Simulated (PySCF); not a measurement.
Fill in the blanks.

Compound: C5H10N (charge +1).
SMILES: `C1C[C@@H]([NH2+]1)C=C`

Conformer (atom-mapped SMILES and torsion angles): `[CH2:1]=[CH:2][C@H:3]1[CH2:4][CH2:5][NH2+:6]1`: C1–C2–C3–C4 30°.

```tsv
property	level	value
point group of the GFN2-xTB geometry	GFN2-xTB	?
rotational constants A, B, C of the GFN2-xTB geometry	GFN2-xTB	?
HOMO energy	PBE0/def2-SVPD	?
LUMO energy	PBE0/def2-SVPD	?
lowest singlet excitation	TDDFT PBE0/def2-SVPD	6.69 eV (185 nm, f = 0.103)
lowest triplet excitation (Tamm–Dancoff)	TDA PBE0/def2-SVPD	4.37 eV
static isotropic polarisability	PBE0/def2-SVPD	59.8 au
electronic spatial extent ⟨r²⟩ about the centre of nuclear charge	PBE0/def2-SVPD	?
```

The electronic properties come from PySCF, for the isolated species, density fitting.

Question: What is the point group of the GFN2-xTB geometry?

Answer: C1.

Question: Give the LUMO energy.

Answer: -4.76 eV.

Question: The HOMO energy?

Answer: -12.21 eV.

Question: What are the rotational constants A, B, C of the GFN2-xTB geometry?

Answer: 7.899, 2.549, 2.147 GHz.

Question: What is the electronic spatial extent ⟨r²⟩ about the centre of nuclear charge?

Answer: 606 bohr².

The vertical singlet–triplet gap S1 − T1 is 2.32 eV (TDDFT singlet less Tamm–Dancoff triplet; S1: HOMO→LUMO, weight 0.86; T1: HOMO→LUMO, weight 0.62, beside HOMO→LUMO+1, weight 0.33). The 8 singlets span 6.69 to 8.91 eV, and their oscillator strengths add up to 0.43. With B = h/(8π²I), that is 505.379 GHz u Å² over I, the principal moments of inertia are 64.0, 198.3 and 235.4 u Å² (most abundant isotopes); the inertial defect Ic − Ia − Ib is -26.9 u Å² (zero for a rigid planar frame, negative otherwise). The polarisability is 8.86 Å³ as a volume (1 au = 0.148185 Å³), or 1.30 au for each of the 46 electrons.

One conformer stands for the species.
